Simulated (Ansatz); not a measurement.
Reaction: SiHCl3 (SMILES Cl[SiH](Cl)Cl) → SiCl3 (SMILES Cl[Si](Cl)Cl, doublet) + H (doublet) (the H-Si bond breaks)
Each species at its own B3LYP-D3(BJ)/def2-TZVP minimum (Ansatz, a first-principles code).

Wanted: bond dissociation energy (electronic), in kcal/mol. Open shells are spin-unrestricted; no spin-orbit coupling. CBS(X,Y): correlation extrapolated as X^-3, Hartree-Fock from the larger set. A bracket is a step between two methods taken in the basis named. The functionals are non-relativistic, so their misses hold any scalar relativity. '+ core + X2C': CCSD(T) terms for core correlation (cc-pwCVTZ, 1s frozen past Ne) and scalar relativity (cc-pVTZ-DK). For partners of very few electrons the exact lower level stands in for a higher one.

CCSD(T)/CBS(cc-pV(T+d)Z,cc-pV(Q+d)Z) + [CCSDT(Q) - CCSD(T)]/cc-pV(D+d)Z + core + X2C (Ansatz) gives 97.6 kcal/mol.

Question: How far off this value is PBE/def2-TZVPD (Ansatz), in which direction, and which of these levels come nearer: r2SCAN/def2-TZVPD, wB97M-V/def2-TZVPD, CCSD(T)/CBS(cc-pV(T+d)Z,cc-pV(Q+d)Z) + core + X2C?

Answer: PBE gives 88.5 kcal/mol, 9.1 kcal/mol below it. Differences of the others: r2SCAN/def2-TZVPD (Ansatz) -6.7; wB97M-V/def2-TZVPD (Ansatz) -0.7; CCSD(T)/CBS(cc-pV(T+d)Z,cc-pV(Q+d)Z) + core + X2C (Ansatz) 0.1 kcal/mol. Nearer than PBE: r2SCAN/def2-TZVPD, wB97M-V/def2-TZVPD, CCSD(T)/CBS(cc-pV(T+d)Z,cc-pV(Q+d)Z) + core + X2C.
